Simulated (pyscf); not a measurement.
One four-centre exchange on the singlet surface with elements of a group swapped. ωB97M-D3(BJ)/def2-TZVP, kcal/mol, from the separated reactants. PySCF, gas phase, ωB97X-D3(BJ)/def2-SVP geometries.

| step | barrier | reaction energy | imaginary mode (i cm⁻¹) |
|---|---|---|---|
| H₃C–AlH–CH₃ + H₂O → CH₄ + H₃C–AlH–OH | -3.5 | -37.0 | 1330 |
| H₃C–GaH–CH₃ + H₂O → CH₄ + H₃C–GaH–OH | ? | ? | 1435 |

### Question
What belongs in the gaps?

### Answer

- H₃C–GaH–CH₃ + H₂O → CH₄ + H₃C–GaH–OH, barrier: 10.5
- H₃C–GaH–CH₃ + H₂O → CH₄ + H₃C–GaH–OH, reaction energy: -22.5

Row 1: On the reactant side the descent ends in an adduct with a Al–O contact, 20.5 kcal/mol under the separated species and 16.3 kcal/mol under the saddle at ωB97X-D3(BJ)/def2-TZVP. Row 2: On the reactant side the descent ends in an adduct with a Ga–O contact, 13.9 kcal/mol under the separated species and 23.5 kcal/mol under the saddle at ωB97X-D3(BJ)/def2-TZVP. Each row is the saddle that its search found. Elements up to Kr have no core potential and no relativistic terms here.
